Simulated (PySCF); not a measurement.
# Converging NaF in the basis (PBE)

PySCF, UKS reference; singlet, unpaired electrons none; De to Na + F without counterpoise correction.

| basis | relativity | functions | Re (Å) | ωe (cm⁻¹) | De (eV) | μ (D) |
| --- | --- | --- | --- | --- | --- | --- |
| 3-21G | no relativity | 22 | 1.898 | 534 | 4.15 | -5.39 |
| aug-pcseg-1 | no relativity | 37 | 1.962 | 518 | 5.04 | -8.01 |
| def2-SVPD | no relativity | 41 | 1.958 | 510 | 5.06 | -8.07 |
| pcseg-2 | no relativity | 49 | 1.956 | 507 | 4.85 | -7.72 |
| x2c-TZVPPall | spin-free X2C | 63 | 1.940 | 520 | 4.87 | -7.56 |

Q: How does each smaller set differ from the one with most functions, x2c-TZVPPall?

A: 3-21G: -4.2 pm, +2.7 % in ωe, -0.72 eV in De; aug-pcseg-1: +2.2 pm, -0.4 % in ωe, +0.17 eV in De; def2-SVPD: +1.8 pm, -1.9 % in ωe, +0.19 eV in De; pcseg-2: +1.6 pm, -2.5 % in ωe, -0.02 eV in De. All at PBE; the set with most functions is neither the basis-set limit nor always the best. The rows treat relativity differently, so the differences are not basis effects alone.

A positive dipole means Na(−)F(+). 3-21G is very small, so such numbers show the basis as much as the molecule.
